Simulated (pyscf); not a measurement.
O=AlH + ammonia (NH₃) → H₂N–AlH–OH (addition across a multiple bond or ene-type step; singlet surface; H–N broken, Al–N, H–O formed). Single points on ωB97X-D3(BJ)/def2-SVP structures (PySCF, gas phase). MP2 and CC: frozen core, UHF for open shells. ΔMP2 is the change of the MP2 total energy from the triple- to the quadruple-zeta basis. Energies in kJ/mol from the separated reactants.

```
level                             barrier  reaction energy
--------------------------------  -------  ---------------
ωB97X-D3(BJ)/def2-TZVP             -113.8           -336.3
r²SCAN/def2-TZVP                        …           -321.9
M06-2X/def2-TZVP                   -120.3           -347.1
ωB97M-D3(BJ)/def2-TZVP             -105.9           -324.7
MP2/def2-QZVPP                      -98.0           -313.3
CCSD/def2-TZVPP                     -96.0           -331.3
CCSD(T)/def2-TZVPP + ΔMP2(QZVPP)        …                …
```

Problem. Some entries are withheld; supply them.

Solution. 
- r²SCAN/def2-TZVP, barrier: -116.6
- CCSD(T)/def2-TZVPP + ΔMP2(QZVPP), barrier: -96.8
- CCSD(T)/def2-TZVPP + ΔMP2(QZVPP), reaction energy: -320.4

On the reactant side the descent ends in an adduct with a Al–N contact, 136.7 kJ/mol under the separated species and 23.0 kJ/mol under the saddle at ωB97X-D3(BJ)/def2-TZVP. At ωB97X-D3(BJ), r²SCAN, M06-2X, ωB97M-D3(BJ), MP2, CCSD, CCSD(T) the saddle lies under the separated reactants, which points to a path from their complex (located at ωB97X-D3(BJ) alone). What is counted as formed (Al–N) is already present as a longer contact in the reactant adduct; forming that adduct is a step of its own. O=AlH lies 183.7 kJ/mol over its isomer HO–Al [singlet] (electronic energy, ωB97M-D3(BJ)). One saddle was located; it need not be the lowest between these sides. The CCSD(T) − MP2 part came from Ansatz, without density fitting, on the same reference. The largest closed-shell T1 diagnostic is 0.031, which may signal static correlation.
